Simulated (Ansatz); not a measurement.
**One shape, several levels: triplet BH2Cl**

Aim: a comparison of 6 runs (UHF/STO-3G, U-r2SCAN/STO-3G, U-revPBE/STO-3G, UBHLYP/STO-3G, UHSE06/STO-3G, UCCSDTQ/STO-3G) of triplet BH2Cl. 

The calculation is run with Ansatz 0.2.0.

56 further runs of the same task are left out: 2 that didn't finish, 54 set aside as unsound or not needed.

**1. The system as given**

BH2Cl has 4 atoms, charge 0, and is taken as a triplet. As SMILES of the parent species, `BCl`. The shape is that of a PBE0-D4/def2-TZVP optimisation. That shape belongs to the parent species and isn't relaxed for this state.

Bond lengths: B1–Cl2 1.733 Å, B1–H3 1.190 Å, B1–H4 1.190 Å. Angles: Cl2–B1–H3 118.1°, Cl2–B1–H4 118.1°, H3–B1–H4 123.7°.

**2. A single-point energy at UHF/STO-3G (run 1)**

input.yaml reads:

```yaml
crystal:
  periodic: [false, false, false]
  atoms:
    - {symbol: B, position_ang: [-0.116700, 0.021700, -0.075300]}
    - {symbol: Cl, position_ang: [1.365000, -0.395300, 0.721200]}
    - {symbol: H, position_ang: [-1.106200, -0.559500, 0.240400]}
    - {symbol: H, position_ang: [-0.086600, 0.872800, -0.906600]}
basis:
  gaussian: {orbitals: STO-3G}
hamiltonian: {xc: hf}
accuracy: high
magnetization: {spin_polarized: true, initial_magnetization: 2}
```

Started as:

```console
$ ansatz run input.yaml --threads 1 --pin off --max-ram 2610MiB --events-out events.jsonl --progress --plain --runs-dir runs
```

Output:

```text
Warning: RAYON_NUM_THREADS=1 ignored (pool sized by the plan → 1); use --threads N
Functional definition: HF
  name "HF"
  exchange = exact_x
  correlation = 0
263 factors; integrals over basis functions are off by at most 1.2e-8 eV
mean field evaluation 1: about -13058.0178 eV, gradient 7.2e0 eV
mean field evaluation 2: about -13058.0576 eV, gradient 7.1e0 eV
mean field evaluation 4: about -13058.6426 eV, gradient 7.6e-1 eV
mean field evaluation 8: about -13058.7349 eV, gradient 8.9e-2 eV
mean field evaluation 16: about -13058.7344 eV, gradient 1.6e-8 eV
mean field evaluation 32: about -13058.3295 eV, gradient 1.0e0 eV
mean field evaluation 64: about -13055.3032 eV, gradient 9.8e0 eV
mean field -13058.73435750 eV, -479.8996361101 hartree, gradient 1.6e-8 eV, S^2 2.003434; 2 other end points of the search recorded, 0 dependent functions left out
reference -13058.73435750 eV, -479.8996361101 hartree; 13, 11 occupied and 3, 5 virtual orbitals, 263 factors
Total energy: -13058.73435750 eV, -479.8996361101 hartree
```

It took 0.14 s on 1 thread of Arm Neoverse V1, shared host.

**3. A single-point energy at U-r2SCAN/STO-3G (run 2)**

run.yaml reads:

```yaml
crystal:
  periodic: [false, false, false]
  atoms:
    - {symbol: B, position_ang: [-0.116700, 0.021700, -0.075300]}
    - {symbol: Cl, position_ang: [1.365000, -0.395300, 0.721200]}
    - {symbol: H, position_ang: [-1.106200, -0.559500, 0.240400]}
    - {symbol: H, position_ang: [-0.086600, 0.872800, -0.906600]}
basis:
  gaussian:
    orbitals: STO-3G
magnetization:
  spin_polarized: true
  initial_magnetization: 2
hamiltonian:
  xc: r2scan
accuracy: high
```

Started as:

```console
$ ansatz run run.yaml --threads 1 --pin off --max-ram 2610MiB --events-out events.jsonl --progress --plain --runs-dir runs
```

Output:

```text
Warning: RAYON_NUM_THREADS=1 ignored (pool sized by the plan → 1); use --threads N
Functional definition: r2SCAN
  name "r2SCAN"
  parameter k0 = 0.174
  parameter k1 = 0.065
  parameter a1 = 4.9479
  exchange = r2scan_x(k0 = k0, k1 = k1, a1 = a1)
  correlation = r2scan_c
263 factors; integrals over basis functions are off by at most 1.2e-8 eV
mean field evaluation 1: about -13080.5082 eV, gradient 6.0e0 eV
mean field evaluation 2: about -13079.6888 eV, gradient 9.5e0 eV
mean field evaluation 4: about -13080.9654 eV, gradient 1.0e-1 eV
mean field evaluation 8: about -13080.9388 eV, gradient 3.7e-3 eV
mean field evaluation 16: about -13080.9388 eV, gradient 2.9e-7 eV
mean field -13080.93878082 eV, -480.7156336165 hartree, gradient 2.0e-8 eV, S^2 2.002202; 0 other end points of the search recorded, 0 dependent functions left out
reference -13080.93878144 eV, -480.7156336392 hartree; 13, 11 occupied and 3, 5 virtual orbitals, 263 factors
Total energy: -13080.93878144 eV, -480.7156336392 hartree
```

Run time: 3.6 s. Hardware: 1 thread of Arm Neoverse V1, shared host; peak memory 0.19 GiB.

Runs 3 to 4 aren't shown in full; the table further down has their settings and results.

**4. A single-point energy at UHSE06/STO-3G (run 5)**

Changes to input.yaml since step 2:

```diff
@@ -9,4 +9,5 @@
   gaussian: {orbitals: STO-3G}
-hamiltonian: {xc: hf}
+total_charge: 0
+magnetization: {spin_polarized: true, initial_magnetization: 2}
+hamiltonian: {xc: hse06}
 accuracy: high
-magnetization: {spin_polarized: true, initial_magnetization: 2}
```

Started as:

```console
$ ansatz run input.yaml --threads 1 --pin off --max-ram 2610MiB --events-out events.jsonl --progress --plain --runs-dir runs
```

Output:

```text
Warning: RAYON_NUM_THREADS=1 ignored (pool sized by the plan → 1); use --threads N
Functional definition: HSE06
  name "HSE06"
  parameter a = 0.25
  parameter omega = 0.11/bohr
  exchange = pbe_x - a*pbe_x_sr(omega) + a*exact_x_sr(omega)
  correlation = pbe_c
263 factors; integrals over basis functions are off by at most 1.2e-8 eV
55 factors; integrals over basis functions are off by at most 8.3e-10 eV
mean field evaluation 1: about -13076.3060 eV, gradient 4.2e0 eV
mean field evaluation 2: about -13076.2281 eV, gradient 4.9e0 eV
mean field evaluation 4: about -13076.4948 eV, gradient 1.1e-1 eV
mean field evaluation 8: about -13076.4802 eV, gradient 1.7e-3 eV
mean field evaluation 16: about -13076.4802 eV, gradient 2.6e-8 eV
mean field -13076.48020081 eV, -480.5517838232 hartree, gradient 2.8e-8 eV, S^2 2.001428; 2 other end points of the search recorded, 0 dependent functions left out
reference -13076.48020241 eV, -480.5517838818 hartree; 13, 11 occupied and 3, 5 virtual orbitals, 263 factors
Total energy: -13076.48020241 eV, -480.5517838818 hartree
```

It took 1.6 s on 1 thread of Arm Neoverse V1, shared host; peak memory 0.11 GiB.

**5. The energy at UCCSDTQ/STO-3G (run 6)**

job.yaml reads:

```yaml
crystal:
  periodic: [false, false, false]
  atoms:
    - {symbol: B, position_ang: [-0.116700, 0.021700, -0.075300]}
    - {symbol: Cl, position_ang: [1.365000, -0.395300, 0.721200]}
    - {symbol: H, position_ang: [-1.106200, -0.559500, 0.240400]}
    - {symbol: H, position_ang: [-0.086600, 0.872800, -0.906600]}
basis:
  gaussian:
    orbitals: STO-3G
magnetization:
  spin_polarized: true
  initial_magnetization: 2
correlation:
  method: ccsdtq
  frozen_orbitals: {B: 1, Cl: 5, H: 0}
accuracy: high
scf:
  omitted_lower_state_checks: [cluster_reference, increment]
```

Started as:

```console
$ ansatz run job.yaml --threads 1 --pin off --max-ram 2610MiB --events-out events.jsonl --progress --plain --runs-dir runs
```

Output, shortened:

```text
Warning: RAYON_NUM_THREADS=1 ignored (pool sized by the plan → 1); use --threads N
[... 2 set-up lines as earlier in the session ...]
[...]
263 factors; integrals over basis functions are off by at most 1.2e-8 eV
[...]
mean field -13058.73435750 eV, -479.8996361101 hartree, gradient 1.6e-8 eV, S^2 2.003434; 7 other end points of the search recorded, 0 dependent functions left out
6 core orbitals not correlated: weight in the atoms' cores, before any rotation towards them, 1.000 or more for the frozen orbitals, at most 0.000 for the correlated occupied ones
reference -13058.73435750 eV, -479.8996361101 hartree; 7, 5 occupied and 3, 5 virtual orbitals, 263 factors
second order -1.07217497 eV of doubles, -0.00000000 eV of singles
cycle   1  -1.37515987 eV  change   -3.4e-1 eV  update   5.6e-2
[...]
cycle  25  -1.70314415 eV  change  -5.6e-10 eV  update  3.1e-10
WARN: these amplitudes may be one of several solutions (largest doubles amplitude 0.09, level shift 1.11 eV)
Total energy: -13060.43750166 eV, -479.9622255034 hartree
Checks for a lower state left out: cluster_reference, increment
```

Run time: 20 s. Hardware: 1 thread of Arm Neoverse V1, shared host; peak memory 0.2 GiB.

**6. Overview of the runs**

```csv
run,level,frozen core orbitals,energy (Eh),⟨S²⟩,wall time
1,UHF/STO-3G,–,-479.899636,2.003,0.14 s
2,U-r2SCAN/STO-3G,–,-480.715634,2.002,3.6 s
3,U-revPBE/STO-3G,–,-480.651509,2.001,1.2 s
4,UBHLYP/STO-3G,–,-480.727064,2.002,1.4 s
5,UHSE06/STO-3G,–,-480.551784,2.001,1.6 s
6,UCCSDTQ/STO-3G,6,-479.962226,2.003,20 s
```

**7. Outcome**

| quantity | value |
| --- | --- |
| run 6: total energy | -479.96223 Eh |
| run 6: correlation energy (6 core orbitals frozen) | -62.6 mEh |
| run 6: ⟨S²⟩ of the reference determinant | 2.003 |
| run 6: T1 diagnostic | 0.026 |

In words: Totals of different functionals can't be ranked against each other. In runs 1, 2, 3, 4, 5, 6 the basis is minimal, so the values are rough. All runs together took 28 s, the longest 20 s.
